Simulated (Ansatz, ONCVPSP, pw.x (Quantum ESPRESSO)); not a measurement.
# pw.x on bcc Mo: one setting changed

Potential: optimised norm-conserving Vanderbilt (ONCV), ONCVPSP 4.0.1.1 (patched build), PBE; core [Ar] 3d10, reference 4s2 4p6 4d5 5s0.75; waves: 4s+5s: rc 2.15 bohr, ncon 4, nbas 7, qcut 5.6 1/bohr, 2 projectors; 4p: rc 1.90 bohr, ncon 3, nbas 7, qcut 5.7 1/bohr, 1 projector; 4d: rc 2.65 bohr, ncon 3, nbas 8, qcut 6.9 1/bohr, 2 projectors, debl 3 Ha; local part: polynomial inside 1.45 bohr (lpopt 4, dvloc0 0 Ha); core correction: Teter function, fcfact 2.5, rcfact 1.55.

The reference run (k-mesh 15³, cutoffs 50/200 Ry, Fermi–Dirac 0.01 Ry, mixing_beta 0.4, conv_thr 1e-9, no spin) gives 0.34 GPa at 15.802 Å³/atom, where all-electron LAPW gives -0.00 GPa. This run, with its own iteration cap, changes input_dft to pbee, a wrong or extreme entry chosen on purpose.

```
&control
  calculation='scf', prefix='x', pseudo_dir='./', outdir='./tmp', tstress=.true., disk_io='none'
/
&system
  ibrav=0, nat=1, ntyp=1, ecutwfc=50, ecutrho=200, nbnd=15,
  occupations='smearing', smearing='fd', degauss=0.01, input_dft='pbee'
/
&electrons
  conv_thr=1e-09, mixing_beta=0.4, electron_maxstep=70
/
ATOMIC_SPECIES
Mo 1.0 Mo.UPF
CELL_PARAMETERS angstrom
  -1.58082582 1.58082582 1.58082582
  1.58082582 -1.58082582 1.58082582
  1.58082582 1.58082582 -1.58082582
ATOMIC_POSITIONS crystal
Mo 0.0000 0.0000 0.0000
K_POINTS automatic
15 15 15 0 0 0
```

```bash
pw.x < Mo.scf.in > Mo.scf.out
```

Task: How does the run end?

Result: It converges in 10 iterations; the free energy moves by +300.22 eV/atom and the pressure by +222.71 GPa. The name is a misspelling that pw.x reads only in part, so most of exchange and correlation is missing and the result is not meaningful.

```
Exchange-correlation= PBEE
     Message from routine setup:
     using ibrav=0 with symmetry is DISCOURAGED, use correct ibrav instead
     lattice parameter (alat)  =       5.1742  a.u.
     unit-cell volume          =     106.6372 (a.u.)^3
     number of electrons       =        14.00
     number of Kohn-Sham states=           15
     kinetic-energy cutoff     =      50.0000  Ry
     charge density cutoff     =     200.0000  Ry
     scf convergence threshold =      1.0E-09
     Exchange-correlation= PBEE
     number of k points=   120  Fermi-Dirac smearing, width (Ry)=  0.0100
     iteration #  1     ecut=    50.00 Ry     beta= 0.40
     total energy              =    -120.47606329 Ry
     estimated scf accuracy    <       1.82428834 Ry
     iteration #  2     ecut=    50.00 Ry     beta= 0.40
     total energy              =    -120.60174237 Ry
     estimated scf accuracy    <       0.13821869 Ry
     iteration #  3     ecut=    50.00 Ry     beta= 0.40
     total energy              =    -120.64143516 Ry
     estimated scf accuracy    <       0.00202838 Ry
     iteration #  4     ecut=    50.00 Ry     beta= 0.40
     total energy              =    -120.64173452 Ry
     estimated scf accuracy    <       0.00092777 Ry
     iteration #  5     ecut=    50.00 Ry     beta= 0.40
     total energy              =    -120.64193294 Ry
     estimated scf accuracy    <       0.00000552 Ry
     iteration #  6     ecut=    50.00 Ry     beta= 0.40
     total energy              =    -120.64192944 Ry
     estimated scf accuracy    <       0.00000760 Ry
     iteration #  7     ecut=    50.00 Ry     beta= 0.40
     total energy              =    -120.64193118 Ry
     estimated scf accuracy    <       0.00000016 Ry
     iteration #  8     ecut=    50.00 Ry     beta= 0.40
     total energy              =    -120.64193120 Ry
     estimated scf accuracy    <          3.9E-09 Ry
     iteration #  9     ecut=    50.00 Ry     beta= 0.40
     total energy              =    -120.64193120 Ry
     estimated scf accuracy    <          4.5E-09 Ry
     iteration # 10     ecut=    50.00 Ry     beta= 0.40
     the Fermi energy is    36.2282 ev
!    total energy              =    -120.64193120 Ry
     estimated scf accuracy    <          1.2E-10 Ry
     smearing contrib. (-TS)   =      -0.00210111 Ry
     The total energy is F=E-TS. E is the sum of the following terms:
     one-electron contribution =     -15.90608994 Ry
     hartree contribution      =      14.80976672 Ry
     xc contribution           =      -0.15758869 Ry
     ewald contribution        =    -119.38591817 Ry
     convergence has been achieved in  10 iterations
          total   stress  (Ry/bohr**3)                   (kbar)     P=     2230.55
     Message from routine punch:
     Nothing written, as per user request (disk_io='none')
```

The run took about 26 s on one core of a shared host (Neoverse-N1, 64 threads, 124 GiB, load 55).
